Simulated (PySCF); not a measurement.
## A basis-limit estimate, worked out

An elementary step of CH9NSi, closed shell (CH₆Si ([CH3][SiH3]) + NH₃ → SiNH₅ ([NH2][SiH3]) + CH₄; bonds formed: Si1–N7, C2–H6; bonds broken: Si1–C2, H6–N7). “Start” is the structure reached by relaxing down from the saddle towards the reactants; PBE0-D4/def2-TZVP structures. The saddle:

```json
{"atom": "Si1", "x (Å)": "-0.9881", "y (Å)": "0.0295", "z (Å)": "-0.4601"}
{"atom": "C2", "x (Å)": "0.7409", "y (Å)": "-1.0780", "z (Å)": "0.6791"}
{"atom": "H3", "x (Å)": "-1.9450", "y (Å)": "0.9302", "z (Å)": "-1.2223"}
{"atom": "H4", "x (Å)": "-1.7811", "y (Å)": "-0.2327", "z (Å)": "0.7643"}
{"atom": "H5", "x (Å)": "-0.7532", "y (Å)": "-1.0262", "z (Å)": "-1.4755"}
{"atom": "H6", "x (Å)": "0.8000", "y (Å)": "0.4362", "z (Å)": "0.2756"}
{"atom": "N7", "x (Å)": "0.3296", "y (Å)": "1.3524", "z (Å)": "-0.2709"}
{"atom": "H8", "x (Å)": "1.1021", "y (Å)": "-0.8607", "z (Å)": "1.6945"}
{"atom": "H9", "x (Å)": "1.5946", "y (Å)": "-1.4396", "z (Å)": "0.0912"}
{"atom": "H10", "x (Å)": "0.0589", "y (Å)": "-1.9256", "z (Å)": "0.7849"}
{"atom": "H11", "x (Å)": "0.7759", "y (Å)": "1.6464", "z (Å)": "-1.1328"}
{"atom": "H12", "x (Å)": "0.0654", "y (Å)": "2.1679", "z (Å)": "0.2719"}
```

PySCF 2.14 with density fitting (its default auxiliary sets; JK sets also for MP2 and CCSD(T)); basis: def2-TZVPP and def2-QZVPP; cores frozen in the correlated methods.

Energies in eV:

| quantity | saddle | start |
| --- | --- | --- |
| Hartree–Fock, triple zeta (X = 3) | -10515.33741 | -10518.37040 |
| Hartree–Fock, quadruple zeta (X = 4) | -10515.72407 | -10518.75732 |
| MP2 correlation, X = 3 | -15.80981 | -15.08790 |
| MP2 correlation, X = 4 | -16.77039 | -16.03662 |
| CCSD(T) correlation, X = 3 | -17.73104 | -17.08283 |

Task: Work out the barrier at the basis limit: extrapolate Hartree–Fock as E(X) = E∞ + A exp(−7.88 √X) and the MP2 correlation as E(X) = E∞ + B X^−2.97 (the exponents that Neese and Valeev fitted for def2-TZVPP and QZVPP), then add CCSD(T) − MP2 in triple zeta.

Result: Each step is linear, so take the differences first (saddle − start): Hartree–Fock 3.03299 (X = 3) and 3.03325 (X = 4); MP2 correlation -0.72191 and -0.73377; CCSD(T) correlation -0.64821.
Two points give E∞ = E(4) + w [E(4) − E(3)], with w = 1/(exp(7.88 (2 − √3)) − 1) = 0.1377 for Hartree–Fock and w = 1/((4/3)^2.97 − 1) = 0.7407 for the correlation.
Hartree–Fock: 3.03325 + 0.1377 × 0.00026 = 3.0333 eV.
MP2 correlation: -0.73377 + 0.7407 × (-0.01186) = -0.7426 eV.
CCSD(T) − MP2: -0.64821 − (-0.72191) = 0.0737 eV.
Sum: 3.0333 + (-0.7426) + 0.0737 = 2.3644 eV, or 54.52 kcal/mol. Plain CCSD(T) in triple zeta gives 2.3848 eV, so the larger basis shifts the result by -0.0204 eV.

The T1 diagnostic stays at or below 0.011.

Labels in which every atom is bracketed show which atoms are joined, not bond orders.

For scale, one of the runs: CCSD(T)/def2-TZVPP, 230 basis functions, launched by `OMP_NUM_THREADS=4 python run.py`. The run took 11 min on 4 CPU threads of an Arm Neoverse V2 (shared host), with 3.5 GiB of host memory at its peak.
